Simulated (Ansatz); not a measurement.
# SiH₅ (doublet): wave-function methods side by side at distance Si1–H5 along a hydrogen transfer = 1.570 Å, cc-pVDZ

Aim: climb from Hartree-Fock through coupled cluster and multireference methods for SiH₅ (doublet) at one geometry and basis, and see what each rung misses.

Method: cc-pVDZ, core rule «outside noble gas», up to 5 orbitals frozen; program: Ansatz 0.2.0, Gaussian basis.

Plan: UHF; CCSD(T) on ROHF; CCSD(T) on UHF; BCCD(T) on ROHF; CISD; CCSDT(Q) on ROHF; CCSDT(Q) on UHF; CASSCF and MRCISD+Q, 3 electrons in 3 orbitals; CASSCF and NEVPT2, 3 electrons in 3 orbitals; CASSCF and MRCISD+Q, 9 electrons in 9 orbitals; CASSCF and MRCISD+Q(relaxed), 9 electrons in 9 orbitals; CASSCF and NEVPT2, 9 electrons in 9 orbitals.

10 further runs of the same task are left out: 1 for a mislabelled method, 8 that didn't finish, 1 set aside as unsound or not needed.

## (1) The geometry

The geometry derives from fragments relaxed apart (PBE0/def2-TZVP) and kept rigid, so it is no stationary point. A hydrogen atom is moved between rigid fragments.

6 atoms, charge 0, spin multiplicity 2.

Atoms are counted from 1 here; the program's logs count them from 0.

Bond lengths: Si1–H2 1.485 Å, Si1–H3 1.485 Å, Si1–H4 1.485 Å, Si1–H5 1.570 Å. Angles: H2–Si1–H3 109.5°, H2–Si1–H4 109.5°, H2–Si1–H5 109.5°, H3–Si1–H4 109.5°, H3–Si1–H5 109.5°, H4–Si1–H5 109.5°.

## (2) UHF

The input, in.yaml:

```yaml
crystal:
  periodic: [false, false, false]
  atoms:
    - {symbol: Si, position_ang: [-0.079581, 0.000000, 0.000000]}
    - {symbol: H, position_ang: [-0.574453, 1.399708, 0.000000]}
    - {symbol: H, position_ang: [-0.574453, -0.699854, 1.212183]}
    - {symbol: H, position_ang: [-0.574453, -0.699854, -1.212183]}
    - {symbol: H, position_ang: [1.490419, 0.000000, 0.000000]}
    - {symbol: H, position_ang: [2.450419, 0.000000, 0.000000]}
basis:
  gaussian: {orbitals: cc-pVDZ}
magnetization: {spin_polarized: true, initial_magnetization: 1}
hamiltonian: {xc: hf}
output: {orbitals: {seedname: orbitals}}
```

Command:

```console
> ansatz run in.yaml --threads 1 --pin off --events-out ev --progress --plain --max-ram 2393MiB
```

After this run come: CCSD(T) on ROHF; CCSD(T) on UHF; BCCD(T) on ROHF; CISD; CCSDT(Q) on ROHF; CCSDT(Q) on UHF; CASSCF and MRCISD+Q, 3 electrons in 3 orbitals; CASSCF and NEVPT2, 3 electrons in 3 orbitals; CASSCF and MRCISD+Q, 9 electrons in 9 orbitals; CASSCF and MRCISD+Q(relaxed), 9 electrons in 9 orbitals; CASSCF and NEVPT2, 9 electrons in 9 orbitals.

Q: Predict the results of all the runs planned. Wanted: UCCSDT(Q) below the RHF energy; RMP2 from UCCSDT(Q); UMP2 from UCCSDT(Q); RCCSD from UCCSDT(Q); RCCSD(T) from UCCSDT(Q); UCCSD(T) from UCCSDT(Q); RCCSDT(Q) from UCCSDT(Q); NEVPT2 pair from UCCSDT(Q); NEVPT2 valence from UCCSDT(Q).

The runs gave:

| quantity | value |
| --- | --- |
| UCCSDT(Q) below the RHF energy | -4.6789 eV |
| RMP2 from UCCSDT(Q) | +100.9 kJ/mol |
| UMP2 from UCCSDT(Q) | +101.7 kJ/mol |
| RCCSD from UCCSDT(Q) | +10.4 kJ/mol |
| RCCSD(T) from UCCSDT(Q) | +2.2 kJ/mol |
| UCCSD(T) from UCCSDT(Q) | +2.2 kJ/mol |
| RCCSDT(Q) from UCCSDT(Q) | 0.0 kJ/mol |
| NEVPT2 pair from UCCSDT(Q) | +98.0 kJ/mol |
| NEVPT2 valence from UCCSDT(Q) | +88.5 kJ/mol |
| MRCISD+Q valence from UCCSDT(Q) | +2.0 kJ/mol |
| levels within 1 kcal/mol (43 meV) | RCCSD(T), UCCSD(T), BCCD(T), RCCSDT, UCCSDT, RCCSDT(Q), MRCISD+Q valence, MRCISD+Q(relaxed) valence |
| T1 diagnostic | 0.023 |
| effectively unpaired electrons | 1.02 |

In words: RCCSD(T) lands +2.2 kJ/mol from the yardstick (0.5 % of the correlation energy). One determinant dominates. Of the multireference levels listed MRCISD+Q(relaxed) valence comes nearest in total energy (-1.8 kJ/mol), which doesn't show that its space is the better one. These misses are within one basis, not against nature; the frozen cores of restricted and unrestricted runs differ, which can shift their rows.
